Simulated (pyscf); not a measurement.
5 gas-phase steps of one pattern: substitution at N on the doublet surface, H–N broken and Ge–N or N–Si formed. Optimised with ωB97X-D3(BJ)/def2-SVP in PySCF. Electronic energies in kcal/mol, from the separated reactants; ΔE‡ at ωB97M-D3(BJ)/def2-TZVP, beside the barrier at PBE/def2-TZVP on the same structures. Rows were drawn at random from the steps of this pattern with a verified saddle, stable references and no exit in the data more than 5 kcal/mol lower.

```tsv
row	step	ΔE‡(PBE)	ΔE‡
1	NH₃ + H₂N–SiH•–F → H₂N–SiH(NH₂)–F + H•	8.5	13.8
2	NH₃ + H₂N–Si•(NH₂)–NH₂ -> H₂N–Si(NH₂)(NH₂)–NH₂ + H•	11.3	15.5
3	NH₃ + H₂N–SiH•–Cl → H₂N–SiH(NH₂)–Cl + H•	12.0	?
4	•H₂Si–NH–SiH₃ + NH₃ → H₂N–SiH₂–NH–SiH₃ + H•	13.6	19.4
5	F–GeH₂• + NH₃ → H₂N–GeH₂–F + H•	23.7	32.6
```

**Question.** From a straight line through the complete rows, estimate the missing barrier and say how far the line can be trusted.

**Answer.** Over the 4 complete rows the means are +14.3 (ΔE‡(PBE)) and 20.3 (ΔE‡); least squares gives b = 1.28 and a = 2.1 kcal/mol, with residuals of 0.7 kcal/mol (root mean square; largest 1.1, row 2). For row 3: 2.1 + 1.28 × (+12.0) = 17.5 kcal/mol. The computed barrier is 17.1 kcal/mol, 0.4 under the line. The line follows these rows closely. Each barrier is that of the saddle found. Elements up to Kr have no core potential and no relativistic terms here.
